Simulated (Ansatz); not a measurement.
Phonon frequency of some carbides

Method: LDA in Ansatz (plane waves, PAW). References are measured values at room or unstated temperature, uncorrected, so that the deviations hold thermal and zero-point effects besides the level's error. The table is a random draw of 6 from 15 values with such references.

Values in cm⁻¹.

| solid | reference | LDA | deviation (%) |
|---|---|---|---|
| 3C-SiC (L TA) | 266 | 260 | -2.3 |
| 3C-SiC (X LO) | 829 | 830 | +0.1 |
| rock-salt NbC (X LO) | 594† | 603 | +1.5 |
| rock-salt NbC (X LA) | 244† | ? | ? |
| 3C-SiC (L TO) | 766† | 772 | +0.8 |
| rock-salt NbC (L LO) | 640† | 670 | +4.7 |

Problem. Estimate the withheld LDA value.

Solution. The deviations of the other rows run from -2.3 % to +4.7 %, with a median of +0.8 %; carried to the reference 244 it gives 246 cm⁻¹. The run gives 247 cm⁻¹ (+1.2 %); the row was picked among those where that median comes within half of the row's own deviation. Over these 6 values the mean deviation is +1.0 %, the mean absolute deviation 1.8 % (median 1.4 %), and the worst case rock-salt NbC (L LO) at +4.7 % (its reference is marked and can be at fault); the value is too high in 5 of 6 cases. Over all 15 the mean deviation is -1.2 % and the mean absolute deviation 2.6 % (median 1.1 %).

† marks references with one source in our tables, § those from which another value on file, of any temperature, differs by over 15 %.

Differences are worked out from the printed values.

Each level is taken at its own relaxed cell. Ansatz's density-functional and Hartree–Fock values are scalar-relativistic unless marked +SOC, with PAW data made under PBE.

Ansatz's runs of these crystals have no spin polarisation.

Of the class's solids with a reference value and a result at some level, none was set aside. Values held back for tests aren't counted. Layered and molecular crystals are counted apart.

References as tabulated in Wang et al. (1996), arXiv:mtrl-th/9510002; Savrasov (1996), arXiv:cond-mat/9604125.

Ansatz is a first-principles code.
